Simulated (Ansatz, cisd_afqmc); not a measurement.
Species: CH2F, charge 0, doublet. CH2F (SMILES [CH2]F, doublet).
B3LYP-D3(BJ)/def2-TZVP minimum from Ansatz (a quantum-chemistry and plane-wave program):
```
C
F 1 1.3401
H 1 1.0804 2 114.92
H 1 1.0804 3 124.90 2 152.91
```
Charge 0, spin multiplicity 2.

Total energies in cc-pVDZ, 13 correlated electrons, 2 frozen orbitals. Radicals and triplets start from unrestricted determinants; spin-orbit coupling is neglected. Cores are frozen in correlated methods. No relativity. The Monte Carlo rows (phaseless AFQMC, CISD trial, step 0.005/hartree) carry one-sigma bars that omit the constraint's bias. Outlying blocks are dropped, and bars are widened where a walk drifts. Over all cases where full CI ran beside it in this data, AFQMC minus full CI had a median of +0.1 mEh and passed +0.4 mEh in a tenth of the cases.

```tsv
method	program	energy (Eh)	minus CCSDT(Q) (mEh)
HF	Ansatz	-138.41247	331.66
MP2	Ansatz	-138.71670	27.44
CCSD	Ansatz	-138.73704	7.10
CCSD(T)	Ansatz	-138.74304	1.10
CCSDT(Q)	Ansatz	-138.74414	0.00
AFQMC/CISD	cisd_afqmc	-138.7442 ± 0.0004	-0.1 ± 0.4
```

Rough core times of Ansatz's runs on a shared machine: CCSD(T) under 20 s, CCSDT(Q) 30 s.
